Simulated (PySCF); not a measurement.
# C4H5NS: calculation and literature

Numbering as in the mapped SMILES `[NH2:1][c:2]1[cH:3][cH:4][s:5][cH:6]1` (H(Xn): hydrogen on atom n).

Published estimates (parent shift plus substituent increments) and measurements: δ $^{1}$H H(C4) 6.95; H(C3) 6.43; H(C6) 5.95 ppm (estimated from measurements, as parent shift plus tabulated substituent increment; solution, not stated per compound (mostly CDCl3 or CCl4); Pretsch, Buehlmann, Badertscher, Structure Determination of Organic Compounds, 4th ed. (2009)).

PySCF calculation with PBE0-D3(BJ)/def2-TZVP geometry and shielding tensors at B97-2/pcSseg-2 (GIAO); single conformer, no solvent, rapidly exchanging positions averaged, non-relativistic.

Q: What does the calculation give, and how does it compare?

A: 
Reference values: estimated from measurements, as parent shift plus tabulated substituent increment (solution, not stated per compound (mostly CDCl3 or CCl4); Pretsch, Buehlmann, Badertscher, Structure Determination of Organic Compounds, 4th ed. (2009)).
```json
{"atoms": "H(C4)", "quantity": "δ $^{1}$H", "reference": "6.95", "computed": "7.16", "computed, scaled": "6.86"}
{"atoms": "H(C3)", "quantity": "δ $^{1}$H", "reference": "6.43", "computed": "6.75", "computed, scaled": "6.47"}
{"atoms": "H(C6)", "quantity": "δ $^{1}$H", "reference": "5.95", "computed": "6.00", "computed, scaled": "5.77"}
```

Computed shifts are σ(ref) − σ with the named reference compound (TMS for H and C) calculated as an isolated molecule at the same level. The measured values may be among those fitted. Empirical linear scaling, fitted to shifts measured mostly in CDCl3 for H and C (δ vs TMS): $^{1}$H: δ = 29.81 − 0.938σ (rms 0.14 ppm, 293 shifts, 0.16 ppm with the 4 outliers that the fit left out). Occasional misses reach two or three times the rms, and more in compound classes unlike the fitted ones. H not on carbon is unscaled (vs computed TMS).

Q: How far are the unscaled $^{1}$H shifts from the references?

A: Mean signed difference +0.19 ppm, mean absolute 0.19 ppm over 3 comparisons; the largest is +0.32 ppm at H(C3) (hydrogen on an aromatic CH).
